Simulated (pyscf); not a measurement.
PySCF, gas phase, ωB97X-D3(BJ)/def2-SVP geometries.

Question: For H₂O (SMILES O) + HO–Ge•(OH)–OH (SMILES [OH][Ge]([OH])[OH]) → HO–Ge(OH)(OH)–OH (SMILES [OH][Ge]([OH])([OH])[OH]) + H• (SMILES [H]), a substitution at O (doublet surface; H–O broken, Ge–O formed), PBE/def2-TZVP gives ΔE‡ = 101.9 kJ/mol and ΔE = +71.2 kJ/mol (zero: the separated reactants). In which direction and how far do r²SCAN/def2-TZVP, PBE0-D3(BJ)/def2-TZVP, ωB97M-D3(BJ)/def2-TZVP move these?

Answer: r²SCAN: ΔE‡ = 107.0 kJ/mol, ΔE = +56.9 kJ/mol; PBE0-D3(BJ): ΔE‡ = 115.3 kJ/mol, ΔE = +51.2 kJ/mol; ωB97M-D3(BJ): ΔE‡ = 133.7 kJ/mol, ΔE = +54.2 kJ/mol. PBE's barrier lies under all of them, by 5.1 to 31.7 kJ/mol. Its reaction energy lies over all of them, by 14.3 to 20.0 kJ/mol. On the reactant side the descent ends in a bound adduct (not fully relaxed), 41.2 kJ/mol under the separated species and 174.7 kJ/mol under the saddle at ωB97X-D3(BJ)/def2-TZVP. One saddle was located; it need not be the lowest between these sides. The angle at the attacked O is 145°. Elements up to Kr have no core potential and no relativistic terms here.
